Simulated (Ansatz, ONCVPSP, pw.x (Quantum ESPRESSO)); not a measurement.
**H: does the ONCV potential hold in the solid?**

* Element: H
* Generator: ONCVPSP 4.0.1.1 (patched build)
* Type: optimised norm-conserving Vanderbilt (ONCV)
* Functional: LDA (Perdew-Wang 92)
* Relativity: scalar-relativistic
* Frozen core: none
* Valence charge: 1
* Reference configuration: 1s1
* Partial waves: 1s: rc 1.15 bohr, ncon 4, nbas 7, qcut 6.7 1/bohr, 2 projectors, debl 3.9 Ha; p scattering state at 0.27 Ha: rc 1.10 bohr, ncon 4, nbas 7, qcut 6.4 1/bohr, 2 projectors, debl 3 Ha
* Local potential: polynomial inside 1.05 bohr (lpopt 3, dvloc0 6 Ha)
* Core correction: none

Atomic tests: cutoffs needed: 15 Ha and 22 Ha (the cutoffs (Ha) at which the residual kinetic energy of the hardest occupied pseudo-wave falls to 1 and 0.1 mHa per electron); ghost test: no bound ghost flagged; no localised positive-energy state flagged.

Crystal test: fcc H in pw.x 7.5, no spin, 18³ k-points, Fermi–Dirac smearing 0.01 Ry, cutoffs 55/220 Ry. The reference is all-electron LAPW (Ansatz 0.2.0) with the same functional, mesh and smearing; V0 and B0 come from Birch–Murnaghan fits to the pressures at five volumes. Errors are pseudo minus all-electron; Δ is the rms difference of the E(V) curves that follow from these fits, minima aligned, over ±6 % about the mean V0. Mesh and smearing are coarse, so the numbers serve the comparison and aren't converged zero-temperature values; the lattice is a test structure that the element need not adopt.

All-electron: a0 = 2.267 Å (V0 = 2.91 Å³/atom), B0 = 114.7 GPa.

**Question.** How far does the potential miss the all-electron equation of state?

**Answer.** mean pressure error (GPa): +2.57; a0 (Å): 2.283; a0 error (%): +0.72; B0 error (%): +0.0; Δ (meV/atom): 1.6. This is a poor potential for the solid.

```
V (Å³/atom)  P all-electron (GPa)  P pseudo (GPa)
      2.769                  6.24            9.25
      2.842                  2.89            5.66
      2.915                 -0.13            2.42
      2.988                 -2.84           -0.49
      3.061                 -5.28           -3.11
```

**Question.** At the middle volume, how do free energy and pressure move when the wave cutoff is lowered (ecutrho kept at four times it)?

**Answer.**

| cutoff (Ry) | shift of F (meV/atom) | shift of P (GPa) |
| --- | --- | --- |
| 25 | +56.7 | -6.88 |
| 33 | +13.9 | -2.89 |
| 44 | +1.8 | -0.64 |

The run at the middle volume (195 k-points, 4 iterations) took about 1.3 s on one core of a shared host (Neoverse-V1, 32 threads, 247 GiB, load 9).
